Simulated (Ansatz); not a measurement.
# CHBSi: the cost of one run

Method: def2-QZVPP, all electrons in the functionals, frozen cores in the correlation of double hybrids and RPA; program: Ansatz 0.2.0, Gaussian basis.

The runs, in order: wB97M-V, B2PLYP, at charge 0, triplet; charge 0, singlet; charge 0, quintet; charge 1, doublet; charge 1, quartet.

2 further runs of the same task are left out: 2 set aside as unsound or not needed.

## (1) The system

The geometry is a PBE0/def2-TZVP stationary point (not a proven minimum).

4 atoms, charge 0, spin multiplicity 3.

Atoms are counted from 1 here; the program's logs count them from 0.

Bond lengths: B1–Si2 2.104 Å, B1–C3 1.413 Å, Si2–C3 1.748 Å, Si2–H4 1.507 Å. Angles: Si2–B1–C3 55.5°, B1–Si2–C3 41.8°, B1–Si2–H4 159.6°, C3–Si2–H4 117.8°, B1–C3–Si2 82.7°.

No dispersion term is added; wB97M-V holds VV10 nonlocal correlation.

The geometry shown and the zero of energy belong to the point charge 0, triplet. The yardstick, UCCSD(T), and other wave-function levels (R restricted, U unrestricted, valence and pair active spaces) come from earlier runs.

## (2) wB97M-V, charge 0, triplet

in.yaml

```yaml
crystal:
  periodic: [false, false, false]
  atoms:
    - {symbol: B, position_ang: [0.000000, -0.542119, 1.311636]}
    - {symbol: Si, position_ang: [0.000000, -0.137461, -0.752718]}
    - {symbol: C, position_ang: [0.000000, 0.754866, 0.750494]}
    - {symbol: H, position_ang: [0.000000, 0.649881, -2.037416]}
basis:
  gaussian: {orbitals: "def2-QZVPP.json"}
magnetization: {spin_polarized: true, initial_magnetization: 2}
hamiltonian: {xc: {name: wB97M-V}}
output: {orbitals: {seedname: orbitals}}
```

Run with:

```sh
$ ansatz run in.yaml --threads 1 --pin off --events-out ev --progress --plain --max-ram 2393MiB
```

**Question.** How long does this run take on 1 thread of Arm Neoverse V2, shared host, and how much memory does it need?

About 23 s, with a peak of 0.57 GiB.
